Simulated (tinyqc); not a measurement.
Inside a calculation. Method: ROHF in the sto-6g basis, for NH, spin multiplicity 3. One step of it, computed by the program tinyqc.

Problem. Orthogonalisation. S = U s U^T; symmetric (Loewdin) form X = U s^(-1/2) U^T, so that X^T S X = 1.

overlap S:
```
           1N 1s     1N 2s    1N 2px    1N 2py    1N 2pz     2H 1s
1N 1s   1.000000  0.229416  0.000000  0.000000  0.000000  0.038241
1N 2s   0.229416  1.000000  0.000000  0.000000  0.000000  0.380890
1N 2px  0.000000  0.000000  1.000000  0.000000  0.000000  0.000000
1N 2py  0.000000  0.000000  0.000000  1.000000  0.000000  0.000000
1N 2pz  0.000000  0.000000  0.000000  0.000000  1.000000  0.365575
2H 1s   0.038241  0.380890  0.000000  0.000000  0.365575  1.000000
```

Give: eigenvalues of S; X.

Solution.

eigenvalues of S: 0.455  0.837  1.000  1.000  1.140  1.568

X:
```
         1N 1s   1N 2s  1N 2px  1N 2py  1N 2pz   2H 1s
1N 1s    1.021  -0.126   0.000   0.000  -0.007   0.019
1N 2s   -0.126   1.092   0.000   0.000   0.068  -0.238
1N 2px   0.000   0.000   1.000   0.000   0.000   0.000
1N 2py   0.000   0.000   0.000   1.000   0.000   0.000
1N 2pz  -0.007   0.068   0.000   0.000   1.064  -0.224
2H 1s    0.019  -0.238   0.000   0.000  -0.224   1.133
```
